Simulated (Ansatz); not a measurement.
System: rock-salt NbC. Method: PBEsol in Ansatz (PAW).

A relaxed, unreconstructed slab of the (100) face has 12 atoms, two equal faces of 9.902 Å² each and an energy of -28458.2992 eV. A bulk cell of 4 atoms with the same orientation and in-plane k mesh has -9486.7821 eV. Energies are extrapolated to zero smearing.

Numerical settings: plane-wave cutoff 500 eV, 14×14×1 k mesh (along the axes of the cell as run), Fermi–Dirac smearing 0.05 eV, scalar-relativistic PAW data made under PBE.

Worked out: γ = (E_slab − N E_bulk per atom)/2A = [-28458.2992 − 12 × (-9486.7821/4)]/(2 × 9.902) = 0.1034 eV/Å². With 16.022 J/m² per eV/Å² this is 1.66 J/m², or 1.02 eV per surface cell and face.

Ansatz is an electronic-structure program.
